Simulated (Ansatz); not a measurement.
Reaction (formal hydrolysis of a C–C bond): `CNC(C)F` + H₂O → `CNC(O)F` + CH₄

Gas-phase electronic energies from Ansatz, PBE0-D4/def2-TZVP geometries. CCSD(T)/CBS is the MP2 limit (def2-TZVPP, def2-QZVPP) plus CCSD(T) − MP2 in def2-TZVPP, frozen cores. This one scheme is used for every species. Functionals use def2-TZVPP. B3LYP here is the variant with VWN-RPA as its local correlation; programs differ in this. Each species was taken in one conformer, which may not be the lowest.

```json
{"level": "PBE-D4", "ΔE (kcal/mol)": "2.5", "difference from CCSD(T)/CBS": "-2.2"}
{"level": "r2SCAN-D4", "ΔE (kcal/mol)": "1.7", "difference from CCSD(T)/CBS": "-3.0"}
{"level": "B3LYP-D4", "ΔE (kcal/mol)": "2.4", "difference from CCSD(T)/CBS": "-2.3"}
{"level": "B2PLYP", "ΔE (kcal/mol)": "2.5", "difference from CCSD(T)/CBS": "-2.2"}
{"level": "r2SCAN", "ΔE (kcal/mol)": "1.6", "difference from CCSD(T)/CBS": "-3.1"}
{"level": "MP2/def2-TZVPP", "ΔE (kcal/mol)": "4.0", "difference from CCSD(T)/CBS": "-0.7"}
{"level": "CCSD/def2-TZVPP", "ΔE (kcal/mol)": "3.0", "difference from CCSD(T)/CBS": "-1.7"}
{"level": "HF/def2-QZVPP", "ΔE (kcal/mol)": "0.8", "difference from CCSD(T)/CBS": "-3.9"}
{"level": "MP2/def2-QZVPP", "ΔE (kcal/mol)": "5.1", "difference from CCSD(T)/CBS": "0.4"}
{"level": "SCS-MP2/def2-QZVPP", "ΔE (kcal/mol)": "4.4", "difference from CCSD(T)/CBS": "-0.3"}
{"level": "CCSD(T)/CBS", "ΔE (kcal/mol)": "4.7", "difference from CCSD(T)/CBS": "0"}
```

Largest T1 diagnostic among the species: 0.011.

In def2-TZVPP, CCSD(T) changes the Hartree–Fock value by +2.5 kcal/mol (the triples alone add +0.0 kcal/mol) and MP2 by +3.5 kcal/mol.
